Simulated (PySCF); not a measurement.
Species: sulfuryl chloride, Cl2O2S.
Cartesian coordinates in Å at the PBE0-D3(BJ)/def2-SVP level; atoms count from 1:
```xyz
5
Cl2O2S angstrom
O      1.1619   -0.1148   -1.1211
S      0.2848   -0.0812    0.0155
O      0.6710   -0.5201    1.3267
Cl    -0.4551    1.8259    0.1862
Cl    -1.4446   -1.0669   -0.4917
```

The closed-shell ground state was solved at several levels (PySCF, density fitting, gas phase, non-relativistic).

```
           level  basis functions  total energy (Eh)  HOMO (eV)  LUMO (eV)  gap (eV)  dipole (D)
   PBE0/pcSseg-1              106         -1468.2990     -10.03      -3.58      6.45        1.49
wB97X-D/pcSseg-2              201         -1469.0778     -11.93      -1.73     10.20        1.76
```

Question: Estimate the row for CAM-B3LYP/def2-SVPD, a basis of 127 functions; the other rows only guide the guess.

Answer: Total energy -1468.4440 Eh, HOMO -11.49 eV, LUMO -2.65 eV, gap 8.84 eV, dipole 1.78 D.

Question: Over all these levels, which gives the widest orbital gap and which the narrowest?

Answer: wB97X-D/pcSseg-2 (range-separated hybrid) has the widest, 10.20 eV, and PBE0/pcSseg-1 (global hybrid, 25 % exact exchange) the narrowest, 6.45 eV. Functional and basis both differ between the two, so the spread mixes both effects.

Question: How far do the dipole and the HOMO energy spread over the levels?

Answer: The dipole runs from 1.49 to 1.78 D (mean 1.68 D) and the HOMO from -11.93 to -10.03 eV.

Note: wB97X-D ran without an empirical dispersion term, which enters the total energy and its gradient alone.
